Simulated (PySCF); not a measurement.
C₂H₆O. Atoms are numbered in the order given.

```xyz
9

C      1.1719     0.0000    -0.1949
O      0.0000     0.0000     0.5882
C     -1.1719     0.0000    -0.1949
H      1.2270    -0.8906    -0.8353
H      1.2270     0.8906    -0.8353
H      2.0207     0.0000     0.4872
H     -1.2270    -0.8906    -0.8353
H     -2.0207     0.0000     0.4872
H     -1.2270     0.8906    -0.8353
```

Geometry optimised at B3LYP-D3(BJ)/def2-TZVP.

Calculation: TDA-PBE/def2-SVPD in PySCF.

Vertical excitations. The molecule is in vacuum. State labels are in the subgroup C2v.

**Question.** Estimate the UV-visible absorptions. (The exact figures need the calculation; the answer reports its results.)

**Answer.** 
```json
[
 {"state": "S1", "symmetry": "B2", "energy (eV)": "6.04", "λ (nm)": "205", "f": "0.027", "main pairs": "HOMO→LUMO 100 %"},
 {"state": "S2", "symmetry": "A2", "energy (eV)": "6.84", "λ (nm)": "181", "f": "0.000", "main pairs": "HOMO→LUMO+1 100 %"},
 {"state": "S3", "symmetry": "B2", "energy (eV)": "7.26", "λ (nm)": "171", "f": "0.016", "main pairs": "HOMO→LUMO+2 99 %"},
 {"state": "S4", "symmetry": "A1", "energy (eV)": "7.68", "λ (nm)": "161", "f": "0.012", "main pairs": "HOMO→LUMO+3 68 %, HOMO−1→LUMO 32 %"},
 {"state": "S5", "symmetry": "B2", "energy (eV)": "7.71", "λ (nm)": "161", "f": "0.025", "main pairs": "HOMO→LUMO+4 99 %"},
 {"state": "S6", "symmetry": "A1", "energy (eV)": "7.85", "λ (nm)": "158", "f": "0.064", "main pairs": "HOMO−1→LUMO 67 %, HOMO→LUMO+3 30 %"},
 {"state": "S7", "symmetry": "A2", "energy (eV)": "8.35", "λ (nm)": "148", "f": "0.000", "main pairs": "HOMO→LUMO+5 100 %"},
 {"state": "S8", "symmetry": "B1", "energy (eV)": "8.57", "λ (nm)": "145", "f": "0.007", "main pairs": "HOMO−1→LUMO+1 99 %"},
 {"state": "S9", "symmetry": "B2", "energy (eV)": "8.82", "λ (nm)": "141", "f": "0.002", "main pairs": "HOMO→LUMO+6 100 %"},
 {"state": "S10", "symmetry": "A1", "energy (eV)": "8.88", "λ (nm)": "140", "f": "0.031", "main pairs": "HOMO−1→LUMO+2 84 %, HOMO→LUMO+7 14 %"},
 {"state": "T1", "symmetry": "B2", "energy (eV)": "5.90", "λ (nm)": "210", "f": "0", "main pairs": "HOMO→LUMO 100 %"},
 {"state": "T2", "symmetry": "A2", "energy (eV)": "6.74", "λ (nm)": "184", "f": "0", "main pairs": "HOMO→LUMO+1 100 %"},
 {"state": "T3", "symmetry": "B2", "energy (eV)": "6.84", "λ (nm)": "181", "f": "0", "main pairs": "HOMO→LUMO+2 100 %"},
 {"state": "T4", "symmetry": "A1", "energy (eV)": "7.49", "λ (nm)": "166", "f": "0", "main pairs": "HOMO→LUMO+3 76 %, HOMO−1→LUMO 23 %"}
]
```
Triplets are in the Tamm–Dancoff approximation.
